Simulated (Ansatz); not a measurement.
## One element changed: bond dissociation energies of HOGe, HSeGe

Ansatz 0.2.0, basis cc-pVDZ; geometries are PBE0/def2-TZVP minima. Wave-function levels freeze the cores with the filled d shells of p-block atoms; HF, MP2 and coupled cluster are restricted for singlets and unrestricted otherwise, atoms included (their steps beyond CCSDT(Q) come from restricted open-shell runs), restricted open-shell where a d shell is frozen. The reference is CCSDTQ (coupled cluster only where its series has nearly closed). An error is the level's value less the reference. None of these values is a measured one. Energies are electronic, without zero-point terms. No spin–orbit coupling and no scalar relativity. The set is small: it underbinds, by tens of kJ/mol for each bond, so near ties and functionals' places can change in larger sets. The species are chosen: bound, without strong static correlation by their natural occupations or amplitudes, in their lowest spin state as far as vertical gaps and like structures tell, and with a ladder that closes on the reference, so errors are smaller than for species at large; levels whose determinant breaks symmetry or spin markedly are left out.

```json
{"species": "HOGe, doublet", "bonds (Å)": "O–Ge 1.786, O–H 0.962, angle at O 115°", "quantity": "O–H bond energy, to GeO (singlet) + H", "symmetry of the states": "A' / Σ⁺", "reference": "CCSDTQ", "value (kJ/mol)": "183.5", "error CCSD": "19.6", "error CCSD(T)": "2.1", "error CCSDT": "2.2", "error CCSDT(Q)": "-1.5"}
{"species": "HSeGe, doublet", "bonds (Å)": "Ge–Se 2.336, Se–H 1.476, angle at Se 98°", "quantity": "Se–H bond energy, to GeSe (singlet) + H", "symmetry of the states": "A' / Σ⁺", "reference": "CCSDTQ", "value (kJ/mol)": "117.4", "error CCSD": "10.4", "error CCSD(T)": "0.6", "error CCSDT": "0.8", "error CCSDT(Q)": "-0.4"}
```

The reference falls from O to Se, by 66.1 kJ/mol in all.
